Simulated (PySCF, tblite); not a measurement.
# C₃H₄N₂S: vibronic structure

What do calculations give for the vibronic structure of C₃H₄N₂S (`Nc1cscn1`)?

Programs: tblite 0.8.0 and PySCF 2.14.0, with routines of our own; each step states its level. All values are computed. Atoms count from 0.

## 1. The system as given

10 atoms, charge 0, multiplicity 1; geometry from: force field or distance geometry start.

## 2. Geometry optimisation with GFN2-xTB

The job: settings as JSON, then the geometry in Å.

```
{"job": {"kind": "relax", "xc": "GFN2-xTB", "basis": "xTB"}, "charge": 0, "multiplicity": 1}
N     -1.693200    -0.672300    -0.057500
C     -0.355000    -0.176800    -0.160600
C     -0.061300     1.114400    -0.483500
S      1.752900     1.378100    -0.515300
C      1.886200    -0.247500    -0.069000
N      0.750600    -0.905400     0.066000
H     -2.005700    -1.055500     0.856100
H     -2.338200    -0.626600    -0.873800
H     -0.798500     1.888800    -0.708900
H      2.871200    -0.692500     0.071000
```

Launch:

```sh
$ OMP_NUM_THREADS=1 python excited_run.py task.json out
```

The driver reads the jobs from task.json and runs them one after another.

The program printed:

```text
step      E/eV     max force
  0    -476.38100    2.662
  1    -476.63356    1.736
  2    -476.76132    0.920
  3    -476.80628    0.542
  4    -476.82427    0.353
  5    -476.83399    0.348
  6    -476.84889    0.354
  7    -476.85952    0.307
  8    -476.87472    0.389
  9    -476.88791    0.464
 10    -476.90264    0.564
 11    -476.92204    0.577
 12    -476.94861    0.559
 13    -476.98859    0.832
 14    -477.03144    0.714
 15    -477.06633    0.658
 16    -477.05766    1.276
 17    -477.08946    0.602
 18    -477.10112    0.312
 19    -477.11360    0.236
 20    -477.14064    0.555
 21    -477.15017    0.280
 22    -477.15654    0.255
 23    -477.16499    0.262
 24    -477.17063    0.166
 25    -477.17526    0.141
 26    -477.17684    0.111
 27    -477.17860    0.100
 28    -477.18025    0.130
 29    -477.18129    0.094
 30    -477.18167    0.057
 31    -477.18188    0.047
 32    -477.18210    0.045
 33    -477.18229    0.046
 34    -477.18242    0.036
 35    -477.18250    0.025
 36    -477.18255    0.021
 37    -477.18258    0.013
 38    -477.18260    0.009
```

It took 0.13 s on 1 thread of Arm Neoverse V2, shared host.

Along the way: (not every step is listed)

```csv
step,energy from step 0 (eV),largest force (eV/Å)
0,0.0000,2.6619
1,-0.2526,1.7359
2,-0.3803,0.9198
3,-0.4253,0.5419
4,-0.4433,0.3527
5,-0.4530,0.3482
6,-0.4679,0.3539
7,-0.4785,0.3069
8,-0.4937,0.3889
10,-0.5216,0.5640
12,-0.5676,0.5593
14,-0.6504,0.7139
16,-0.6767,1.2765
18,-0.7201,0.3123
20,-0.7596,0.5547
22,-0.7755,0.2550
24,-0.7896,0.1659
26,-0.7958,0.1113
28,-0.7993,0.1300
30,-0.8007,0.0567
32,-0.8011,0.0450
33,-0.8013,0.0463
34,-0.8014,0.0357
35,-0.8015,0.0254
36,-0.8016,0.0207
37,-0.8016,0.0131
38,-0.8016,0.0095
```

Distances of close pairs at the start and the end, largest changes first:

```csv
bond,before (Å),after (Å),change (Å)
C2–S3,1.834,1.722,-0.111
N0–C1,1.431,1.376,-0.055
S3–C4,1.691,1.729,+0.038
C4–N5,1.319,1.283,-0.037
N0–H7,1.041,1.007,-0.034
N0–H6,1.039,1.008,-0.031
C2–H8,1.093,1.070,-0.023
C1–N5,1.343,1.362,+0.019
```

The next job starts from the end point, and lists it.

## 3. Vibrational analysis with GFN2-xTB

The job: settings as JSON, then the geometry in Å.

```
{"job": {"kind": "ir", "xc": "GFN2-xTB", "basis": "xTB"}, "charge": 0, "multiplicity": 1}
N     -1.626954    -0.727158    -0.198297
C     -0.376659    -0.153679    -0.210251
C     -0.064321     1.107845    -0.641092
S      1.639750     1.350910    -0.580932
C      1.796005    -0.258822     0.030092
N      0.695820    -0.902879     0.170327
H     -1.693618    -1.539365     0.394668
H     -2.400244    -0.086421    -0.120636
H     -0.718901     1.878228    -0.990621
H      2.758004    -0.664005     0.271372
```

The program printed:

```text
mode    cm-1     km/mol
  1     248.4      6.13
  2     306.1     25.82
  3     356.7      1.52
  4     440.3      5.13
  5     548.7     22.38
  6     594.4    139.61
  7     656.5    222.09
  8     687.6      6.92
  9     694.3     13.09
 10     767.7     10.04
 11     821.8     37.46
 12     874.4      9.75
 13     983.3     16.25
 14    1024.9      4.36
 15    1119.3     10.38
 16    1175.1     53.27
 17    1367.6     31.99
 18    1456.4     29.94
 19    1501.3     62.31
 20    1586.3    422.75
 21    3164.1      2.53
 22    3183.3      9.34
 23    3459.0      7.91
 24    3515.0      5.24
```

It took 0.16 s on 1 thread of Arm Neoverse V2, shared host.

Which atoms move in the most intense modes:

```csv
cm⁻¹,km/mol,atoms
594,139.6,"H6 25 %, H7 19 %, C1 19 %, N5 14 %"
656,222.1,"C1 25 %, H6 15 %, H8 14 %, N0 13 %"
822,37.5,"C4 67 %, S3 12 %, H9 10 %"
1175,53.3,"H9 49 %, C2 15 %"
1368,32.0,"C1 60 %, N5 18 %, H7 11 %"
1456,29.9,"H6 34 %, H7 28 %, C1 12 %"
1501,62.3,"C4 32 %, N5 26 %, H6 12 %"
1586,422.8,"C1 49 %, C2 16 %, N5 14 %"
```

## 4. Vibronic structure: TDA BHandHLYP/def2-SVP

Settings changed since step 3:

```diff
@@ -1,2 +1,2 @@
-{"job": {"kind": "ir", "xc": "GFN2-xTB", "basis": "xTB"}, "charge": 0, "multiplicity": 1}
+{"job": {"kind": "vib", "xc": "BHandHLYP", "basis": "def2-SVP", "tda": true}, "charge": 0, "multiplicity": 1}
 N     -1.626954    -0.727158    -0.198297
```

Method: TDA BHandHLYP/def2-SVP vertical-gradient vibronic structure (displaced harmonic oscillators, Condon), gas phase.

The program printed:

```text
final grid: 41984 points
cycle   1  E = -623.9337294046  dE =  1.369e+00  |g| = 3.840e-01  |ddm| = 3.663e+00
cycle   2  E = -623.9451293470  dE = -1.140e-02  |g| = 3.616e-01  |ddm| = 6.686e-01
cycle   3  E = -623.9723414390  dE = -2.721e-02  |g| = 6.952e-02  |ddm| = 3.578e-01
cycle   4  E = -623.9733546754  dE = -1.013e-03  |g| = 3.343e-02  |ddm| = 9.923e-02
cycle   5  E = -623.9736203036  dE = -2.656e-04  |g| = 5.771e-03  |ddm| = 3.866e-02
cycle   6  E = -623.9736299511  dE = -9.647e-06  |g| = 2.699e-03  |ddm| = 1.042e-02
cycle   7  E = -623.9736320476  dE = -2.097e-06  |g| = 9.298e-04  |ddm| = 4.245e-03
cycle   8  E = -623.9736323998  dE = -3.522e-07  |g| = 2.724e-04  |ddm| = 1.723e-03
cycle   9  E = -623.9736324281  dE = -2.826e-08  |g| = 1.118e-04  |ddm| = 5.413e-04
cycle  10  E = -623.9736324325  dE = -4.401e-09  |g| = 2.042e-05  |ddm| = 2.039e-04
cycle  11  E = -623.9736324327  dE = -2.132e-10  |g| = 9.043e-06  |ddm| = 4.522e-05
converged SCF energy = -623.9736324327

Singlet excitations (eV, f): 5.407 (0.1276)  5.938 (0.0009)  6.034 (0.0011)  6.741 (0.0067)  7.053 (0.0519)  7.702 (0.0159)

State S1  5.4068 eV  f = 0.12759  H->L 0.92
  relaxed dipole 4.173 D, largest gradient of the excitation energy 0.0760 Eh/bohr
  mode    cm-1        S   lambda/meV  Raman
    9    694.3    1.4400     124.0   0.901
   17   1367.6    0.4070      69.0   0.987
    7    656.5    0.8089      65.8   0.452
   18   1456.4    0.3635      65.6   1.000
    6    594.4    0.7202      53.1   0.330
   19   1501.3    0.2762      51.4   0.807
   11    821.8    0.3871      39.4   0.339
    3    356.7    0.5813      25.7   0.096
    8    687.6    0.1446      12.3   0.089
   14   1024.9    0.0582       7.4   0.079
   20   1586.3    0.0265       5.2   0.087
   16   1175.1    0.0217       3.2   0.039
  reorganisation energy 0.5341 eV, total S 5.374, 0-0 4.8727 eV
  absorption maximum 5.303 eV, width 0.576 eV

State S5  7.0533 eV  f = 0.05188  H-1->L 0.74, H->L+3 0.13
  relaxed dipole 1.275 D, largest gradient of the excitation energy 0.0784 Eh/bohr
  mode    cm-1        S   lambda/meV  Raman
   12    874.4    0.9103      98.7   0.680
   19   1501.3    0.4540      84.5   1.000
   18   1456.4    0.3012      54.4   0.624
   17   1367.6    0.2995      50.8   0.547
    5    548.7    0.5735      39.0   0.169
    4    440.3    0.1579       8.6   0.030
   16   1175.1    0.0420       6.1   0.057
   14   1024.9    0.0380       4.8   0.039
    6    594.4    0.0625       4.6   0.022
   20   1586.3    0.0207       4.1   0.051
    9    694.3    0.0417       3.6   0.020
    1    248.4    0.1028       3.2   0.006
  reorganisation energy 0.3732 eV, total S 3.113, 0-0 6.6800 eV
  absorption maximum 6.968 eV, width 0.506 eV

State S6  7.7023 eV  f = 0.01588  H-1->L+1 0.30, H->L+4 0.21, H->L+3 0.20
  relaxed dipole 0.750 D, largest gradient of the excitation energy 0.0533 Eh/bohr
  mode    cm-1        S   lambda/meV  Raman
    7    656.5    0.9653      78.6   0.470
   12    874.4    0.7046      76.4   0.609
    5    548.7    0.9089      61.8   0.309
    6    594.4    0.5304      39.1   0.212
   22   3183.3    0.0873      34.5   1.000
    2    306.1    0.8242      31.3   0.087
    9    694.3    0.2407      20.7   0.131
   23   3459.0    0.0371      15.9   0.501
   16   1175.1    0.0837      12.2   0.131
   11    821.8    0.1088      11.1   0.083
   24   3515.0    0.0222       9.7   0.309
    3    356.7    0.2077       9.2   0.030
  reorganisation energy 0.4334 eV, total S 4.986, 0-0 7.2689 eV
  absorption maximum 7.605 eV, width 0.490 eV

State T1  3.3786 eV  f = 0.00000  H->L 0.89
  relaxed dipole 3.139 D, largest gradient of the excitation energy 0.1398 Eh/bohr
  mode    cm-1        S   lambda/meV  Raman
   17   1367.6    1.5997     271.2   1.000
   18   1456.4    0.7487     135.2   0.531
    9    694.3    0.9321      80.2   0.150
   20   1586.3    0.3741      73.6   0.315
   19   1501.3    0.3164      58.9   0.238
    3    356.7    1.1965      52.9   0.051
   11    821.8    0.4006      40.8   0.090
   14   1024.9    0.2728      34.7   0.096
    6    594.4    0.4052      29.9   0.048
    7    656.5    0.3266      26.6   0.047
   15   1119.3    0.0626       8.7   0.026
    8    687.6    0.0631       5.4   0.010
  reorganisation energy 0.8303 eV, total S 6.830, 0-0 2.5483 eV
  absorption maximum 3.332 eV, width 0.834 eV
```

Wall time 9.7 s (1 thread of Arm Neoverse V2, shared host); peak memory 0.58 GiB.

## 5. Vibronic structure: TDA PBE/def2-SVP

Settings changed since step 4:

```diff
@@ -1,2 +1,2 @@
-{"job": {"kind": "vib", "xc": "BHandHLYP", "basis": "def2-SVP", "tda": true}, "charge": 0, "multiplicity": 1}
+{"job": {"kind": "vib", "xc": "PBE", "basis": "def2-SVP", "tda": true}, "charge": 0, "multiplicity": 1}
 N     -1.626954    -0.727158    -0.198297
```

With the program's defaults for keys left out, this is: TDA PBE/def2-SVP vertical-gradient vibronic structure (displaced harmonic oscillators, Condon), gas phase.

The program printed:

```text
final grid: 41984 points
cycle   1  E = -623.6216229510  dE =  9.894e-01  |g| = 4.965e-01  |ddm| = 3.827e+00
cycle   2  E = -623.4322732351  dE =  1.893e-01  |g| = 9.826e-01  |ddm| = 1.592e+00
cycle   3  E = -623.6671476133  dE = -2.349e-01  |g| = 2.446e-01  |ddm| = 1.293e+00
cycle   4  E = -623.6825883072  dE = -1.544e-02  |g| = 5.897e-02  |ddm| = 3.151e-01
cycle   5  E = -623.6830730920  dE = -4.848e-04  |g| = 3.765e-02  |ddm| = 1.064e-01
cycle   6  E = -623.6834157549  dE = -3.427e-04  |g| = 1.590e-02  |ddm| = 5.958e-02
cycle   7  E = -623.6834898941  dE = -7.414e-05  |g| = 2.502e-03  |ddm| = 2.229e-02
cycle   8  E = -623.6834915539  dE = -1.660e-06  |g| = 5.796e-04  |ddm| = 3.538e-03
cycle   9  E = -623.6834916331  dE = -7.919e-08  |g| = 2.087e-04  |ddm| = 7.696e-04
cycle  10  E = -623.6834916434  dE = -1.036e-08  |g| = 3.377e-05  |ddm| = 2.357e-04
cycle  11  E = -623.6834916434  dE =  6.821e-13  |g| = 3.547e-05  |ddm| = 7.033e-05
cycle  12  E = -623.6834916437  dE = -2.910e-10  |g| = 5.428e-06  |ddm| = 3.947e-05
converged SCF energy = -623.6834916437

Singlet excitations (eV, f): 4.433 (0.0548)  5.014 (0.0005)  5.223 (0.0005)  5.915 (0.0123)  6.404 (0.0230)  6.776 (0.0078)

State S1  4.4328 eV  f = 0.05477  H->L 0.86
  relaxed dipole 5.507 D, largest gradient of the excitation energy 0.0714 Eh/bohr
  mode    cm-1        S   lambda/meV  Raman
   20   1586.3    0.3184      62.6   1.000
    9    694.3    0.6996      60.2   0.421
    7    656.5    0.5694      46.3   0.306
   17   1367.6    0.2386      40.5   0.557
    6    594.4    0.5278      38.9   0.233
   12    874.4    0.1782      19.3   0.170
   19   1501.3    0.0927      17.3   0.261
   18   1456.4    0.0828      15.0   0.219
    3    356.7    0.2775      12.3   0.044
   11    821.8    0.1110      11.3   0.094
   13    983.3    0.0842      10.3   0.102
    8    687.6    0.0870       7.4   0.051
  reorganisation energy 0.3494 eV, total S 3.363, 0-0 4.0834 eV
  absorption maximum 4.345 eV, width 0.480 eV

State S4  5.9149 eV  f = 0.01227  H->L+2 0.64, H->L+3 0.35
  relaxed dipole 4.435 D, largest gradient of the excitation energy 0.0966 Eh/bohr
  mode    cm-1        S   lambda/meV  Raman
   23   3459.0    0.3547     152.1   1.000
   20   1586.3    0.5554     109.2   0.329
    2    306.1    2.6530     100.7   0.059
    6    594.4    1.0735      79.1   0.089
   24   3515.0    0.1244      54.2   0.362
    7    656.5    0.6173      50.2   0.063
    3    356.7    1.1228      49.7   0.034
    9    694.3    0.4923      42.4   0.056
   11    821.8    0.3861      39.3   0.061
    8    687.6    0.3572      30.5   0.040
   15   1119.3    0.1075      14.9   0.032
    5    548.7    0.2109      14.3   0.015
  reorganisation energy 0.7763 eV, total S 8.336, 0-0 5.1386 eV
  absorption maximum 5.766 eV, width 0.893 eV

State S5  6.4040 eV  f = 0.02297  H-1->L+1 0.70, H-2->L 0.23
  relaxed dipole 1.870 D, largest gradient of the excitation energy 0.0801 Eh/bohr
  mode    cm-1        S   lambda/meV  Raman
    5    548.7    3.4321     233.5   1.000
   12    874.4    0.9988     108.3   0.739
   16   1175.1    0.3550      51.7   0.474
   11    821.8    0.3181      32.4   0.208
    9    694.3    0.3555      30.6   0.166
   13    983.3    0.2349      28.6   0.220
    3    356.7    0.5948      26.3   0.073
   19   1501.3    0.0503       9.4   0.110
    6    594.4    0.1004       7.4   0.034
   15   1119.3    0.0472       6.5   0.057
   17   1367.6    0.0338       5.7   0.061
   23   3459.0    0.0061       2.6   0.070
  reorganisation energy 0.5476 eV, total S 6.554, 0-0 5.8564 eV
  absorption maximum 6.356 eV, width 0.550 eV

State T1  3.0943 eV  f = 0.00000  H->L 0.98
  relaxed dipole 4.227 D, largest gradient of the excitation energy 0.0778 Eh/bohr
  mode    cm-1        S   lambda/meV  Raman
   17   1367.6    0.7406     125.6   1.000
    9    694.3    0.8565      73.7   0.298
   18   1456.4    0.3260      58.9   0.499
    7    656.5    0.5288      43.0   0.165
    6    594.4    0.5215      38.4   0.133
    3    356.7    0.6708      29.7   0.062
   19   1501.3    0.1585      29.5   0.258
   11    821.8    0.2834      28.9   0.138
   14   1024.9    0.0955      12.1   0.072
    8    687.6    0.0827       7.1   0.028
   12    874.4    0.0534       5.8   0.029
   20   1586.3    0.0229       4.5   0.042
  reorganisation energy 0.4635 eV, total S 4.389, 0-0 2.6309 eV
  absorption maximum 3.059 eV, width 0.566 eV
```

Run time: 11 s. Hardware: 1 thread of Arm Neoverse V2, shared host; peak memory 0.58 GiB.

## 6. Vibronic structure: TDA LDA/pcseg-1

Settings changed since step 5:

```diff
@@ -1,2 +1,2 @@
-{"job": {"kind": "vib", "xc": "PBE", "basis": "def2-SVP", "tda": true}, "charge": 0, "multiplicity": 1}
+{"job": {"kind": "vib", "xc": "LDA", "basis": "pcseg-1", "tda": true, "temperature": 10, "fwhm_ev": 0.15, "nbright": 3}, "charge": 0, "multiplicity": 1}
 N     -1.626954    -0.727158    -0.198297
```

Method: TDA LDA/pcseg-1 vertical-gradient vibronic structure (displaced harmonic oscillators, Condon), gas phase.

The program printed:

```text
final grid: 41984 points
cycle   1  E = -621.0129443551  dE =  1.024e+00  |g| = 4.664e-01  |ddm| = 3.718e+00
cycle   2  E = -620.8453628467  dE =  1.676e-01  |g| = 9.292e-01  |ddm| = 1.529e+00
cycle   3  E = -621.0537070288  dE = -2.083e-01  |g| = 2.284e-01  |ddm| = 1.240e+00
cycle   4  E = -621.0670580455  dE = -1.335e-02  |g| = 5.421e-02  |ddm| = 2.980e-01
cycle   5  E = -621.0674566432  dE = -3.986e-04  |g| = 3.446e-02  |ddm| = 9.742e-02
cycle   6  E = -621.0677417044  dE = -2.851e-04  |g| = 1.419e-02  |ddm| = 5.525e-02
cycle   7  E = -621.0677994671  dE = -5.776e-05  |g| = 2.824e-03  |ddm| = 2.183e-02
cycle   8  E = -621.0678017555  dE = -2.288e-06  |g| = 5.865e-04  |ddm| = 4.382e-03
cycle   9  E = -621.0678018355  dE = -8.005e-08  |g| = 2.097e-04  |ddm| = 7.745e-04
cycle  10  E = -621.0678018456  dE = -1.010e-08  |g| = 2.799e-05  |ddm| = 2.375e-04
cycle  11  E = -621.0678018457  dE = -8.822e-11  |g| = 2.408e-05  |ddm| = 6.548e-05
converged SCF energy = -621.0678018457

Singlet excitations (eV, f): 4.362 (0.0544)  4.627 (0.0004)  5.202 (0.0004)  5.691 (0.0087)  6.130 (0.0215)  6.601 (0.0041)

State S1  4.3615 eV  f = 0.05438  H->L 0.86
  relaxed dipole 5.526 D, largest gradient of the excitation energy 0.0679 Eh/bohr
  mode    cm-1        S   lambda/meV  Raman
    9    694.3    0.6789      58.4   0.451
   20   1586.3    0.2887      56.8   1.000
    7    656.5    0.5591      45.5   0.332
    6    594.4    0.4909      36.2   0.239
   17   1367.6    0.2058      34.9   0.530
   12    874.4    0.1702      18.5   0.179
   19   1501.3    0.0839      15.6   0.260
   18   1456.4    0.0772      13.9   0.225
    3    356.7    0.2303      10.2   0.040
   13    983.3    0.0805       9.8   0.107
   11    821.8    0.0954       9.7   0.089
    8    687.6    0.0957       8.2   0.062
  reorganisation energy 0.3263 eV, total S 3.158, 0-0 4.0352 eV
  absorption maximum 4.299 eV, width 0.490 eV

State S5  6.1298 eV  f = 0.02154  H-1->L+1 0.81, H-2->L 0.12
  relaxed dipole 2.846 D, largest gradient of the excitation energy 0.0774 Eh/bohr
  mode    cm-1        S   lambda/meV  Raman
    5    548.7    3.2496     221.1   1.000
   12    874.4    0.7303      79.2   0.571
    9    694.3    0.8602      74.0   0.424
   16   1175.1    0.3253      47.4   0.459
   13    983.3    0.3139      38.3   0.310
    3    356.7    0.7448      32.9   0.097
   11    821.8    0.1327      13.5   0.092
   17   1367.6    0.0634      10.7   0.121
   19   1501.3    0.0411       7.6   0.095
    6    594.4    0.0879       6.5   0.032
   15   1119.3    0.0368       5.1   0.047
  reorganisation energy 0.5430 eV, total S 6.632, 0-0 5.5868 eV
  absorption maximum 6.089 eV, width 0.542 eV

State T1  3.1567 eV  f = 0.00000  H->L 0.99
  relaxed dipole 4.381 D, largest gradient of the excitation energy 0.0711 Eh/bohr
  mode    cm-1        S   lambda/meV  Raman
   17   1367.6    0.6294     106.7   1.000
    9    694.3    0.8457      72.8   0.346
   18   1456.4    0.2938      53.0   0.529
    7    656.5    0.5404      44.0   0.198
    6    594.4    0.5203      38.3   0.156
   19   1501.3    0.1477      27.5   0.283
   11    821.8    0.2532      25.8   0.145
    3    356.7    0.5720      25.3   0.062
   14   1024.9    0.0792      10.1   0.071
    8    687.6    0.0882       7.5   0.035
   12    874.4    0.0568       6.2   0.037
   20   1586.3    0.0113       2.2   0.024
  reorganisation energy 0.4257 eV, total S 4.090, 0-0 2.7310 eV
  absorption maximum 3.103 eV, width 0.564 eV
```

Wall time 6.6 s (1 thread of Arm Neoverse V2, shared host); peak memory 0.52 GiB.

## 7. Outcome

| quantity | value |
| --- | --- |
| strongest single infrared mode (GFN2-xTB) | 1586 cm⁻¹, 423 km/mol |
| zero-point energy (GFN2-xTB) | 43.6 kcal/mol |
| S1: vertical, reorganisation, 0-0, total S (step 4, TDA BHandHLYP/def2-SVP, modes from GFN2-xTB) | 5.41, 0.53, 4.87 eV; 5.4 |
| S5: vertical, reorganisation, 0-0, total S (step 4, TDA BHandHLYP/def2-SVP, modes from GFN2-xTB) | 7.05, 0.37, 6.68 eV; 3.1 |
| S6: vertical, reorganisation, 0-0, total S (step 4, TDA BHandHLYP/def2-SVP, modes from GFN2-xTB) | 7.70, 0.43, 7.27 eV; 5.0 |
| S1: vertical, reorganisation, 0-0, total S (step 5, TDA PBE/def2-SVP, modes from GFN2-xTB) | 4.43, 0.35, 4.08 eV; 3.4 |
| S4: vertical, reorganisation, 0-0, total S (step 5, TDA PBE/def2-SVP, modes from GFN2-xTB) | 5.91, 0.78, 5.14 eV; 8.3 |
| S5: vertical, reorganisation, 0-0, total S (step 5, TDA PBE/def2-SVP, modes from GFN2-xTB) | 6.40, 0.55, 5.86 eV; 6.6 |
| S1: vertical, reorganisation, 0-0, total S (step 6, TDA LDA/pcseg-1, modes from GFN2-xTB) | 4.36, 0.33, 4.04 eV; 3.2 |
| S5: vertical, reorganisation, 0-0, total S (step 6, TDA LDA/pcseg-1, modes from GFN2-xTB) | 6.13, 0.54, 5.59 eV; 6.6 |
| T1: vertical, reorganisation, 0-0, total S (step 6, TDA LDA/pcseg-1, modes from GFN2-xTB) | 3.16, 0.43, 2.73 eV; 4.1 |

No mode is imaginary among the 24: a minimum at this level. The strongest single mode, at 1586 cm⁻¹, has its largest shares on C1, C2 and N5 (the list is cut at 3 atoms). Unscaled tight-binding wavenumbers are off by several per cent, some by more. Its intensities can rank the bands wrongly. The vibronic model keeps the ground-state modes (from xTB) and shifts them along the gradient alone, so it can miss much of the relaxation that a full optimisation finds.
